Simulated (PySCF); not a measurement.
SiS from Hartree–Fock to correlated methods

State: ¹Σ⁺ (singlet), closed shell. Set-up: Si jorge-DZP-DKH, S jorge-DZP-DKH; spin-free X2C with a Gaussian nucleus (PySCF 2.14). De refers to Si + S in their high-spin ground configurations, without counterpoise correction. A positive dipole means Si(−)S(+).

```tsv
Level	Re (Å)	ωe (cm⁻¹)	De (eV)	μ (D)
RHF	1.927	811	3.65	-2.30
RHF-MP2	1.962	742	5.74	n/a
RHF-SCS-MP2	1.961	746	5.60	n/a
RHF-CCSD	1.956	759	5.28	n/a
RHF-CCSD(T)	1.969	727	5.54	n/a
PBE	1.971	714	6.30	-1.63
revPBE	1.976	710	6.05	-1.63
BP86	1.973	710	6.30	-1.68
r²SCAN	1.957	742	6.12	-1.67
PBE0	1.949	756	5.97	-1.81
M06-2X	1.941	772	6.25	-1.98
CAM-B3LYP	1.939	772	5.83	-1.93
```

(1) Which functional lies closest to RHF-CCSD(T) in De, which farthest, and by how much do they differ from it?

(2) What does a quarter of exact exchange do here, going from PBE to PBE0?

(3) What does the step from GGA to meta-GGA do here, going from PBE to r²SCAN?

Measured (Huber and Herzberg, Constants of Diatomic Molecules (1979)): Re = 1.929321 Å, ωe = 749.64 cm⁻¹.

Correlated steps freeze 10 core orbitals. Correlated levels converge slowly with the basis: in double zeta they bind strong bonds too weakly, by up to about 1 eV, and carry superposition errors of some tenths. Where the molecule has an RHF reference, its open-shell atoms are computed with UHF. The CCSD T1 diagnostic is raised, a sign that a single reference may not be enough here.

The whole job (state search and all levels along the bond) took about 4.5 min on 1 thread of Intel Xeon @ 2.50GHz (shared host), peak memory 0.57 GiB.

## Answers

(1) Closest is CAM-B3LYP (-3.0 pm in Re, +6.2 % in ωe, +0.29 eV in De against RHF-CCSD(T) in the same basis), farthest PBE (+0.2 pm in Re, -1.8 % in ωe, +0.76 eV in De). CCSD(T) converges more slowly with the basis than the functionals do and binds too weakly in this one, so the order can change at the basis-set limit.

(2) PBE0 less PBE: -2.2 pm in Re, +5.9 % in ωe, -0.33 eV in De. Exact exchange removes part of the self-interaction that spreads semilocal densities, and in most molecules shortens and stiffens the bond and lowers De; so it does here.

(3) r²SCAN less PBE: -1.4 pm in Re, +3.9 % in ωe, -0.18 eV in De.
